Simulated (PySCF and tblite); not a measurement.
Values are calculated unless marked as measured or tabulated.
C₄H₈O, numbered as in [CH3:1][CH2:2][C@@H:3]1[CH2:4][O:5]1.

Geometries GFN2-xTB; weights from TPSS-D3(BJ)/def2-TZVP (IEF-PCM, dichloromethane) energies and GFN2-xTB thermal corrections, with symmetry numbers and mirror pairs. Conformers within 2.5 kcal/mol (GFN2-xTB free energy) were kept, 4 at most. Couplings: B3LYP/6-31G* with pcJ-1 on H (gas phase; spin-dipole term only for pairs with B, N, F, Si or P). Couplings are for ¹H. H–H couplings come out 0.1 to 0.9 Hz lower than with pcJ-1 on all atoms. Of two unlike H on one atom, a is the less shielded (PBE0/pcSseg-1 (IEF-PCM, dichloromethane)). Run with PySCF (density fitting) and tblite.

Torsions listed: C1–C2–C3–O5.

```
conformer  shape  weight %
        1  -156°      45.8
        2    83°      41.9
        3   -40°      12.3
```

Question: Give the couplings in each conformer and the averages at 298.15 K (pairs that fast motion interchanges averaged).

Answer: 
```tsv
coupling	pairs	1	2	3	average (Hz)
²J(H1,H1)	3	-13.8	-13.7	-13.9	-13.8
³J(H1,H2b)	3	7.7	7.7	7.5	7.7
³J(H1,H2a)	3	7.6	7.3	7.5	7.4
²J(H2b,H2a)	1	-13.6	-13.9	-14.7	-13.9
³J(H2b,H3)	1	8.8	0.8	3.2	4.8
³J(H2a,H3)	1	3.4	9.0	1.3	5.5
³J(H3,H4a)	1	3.3	3.4	3.6	3.4
³J(H3,H4b)	1	0.5	0.5	0.7	0.5
²J(H4a,H4b)	1	5.9	6.0	5.6	5.9
```
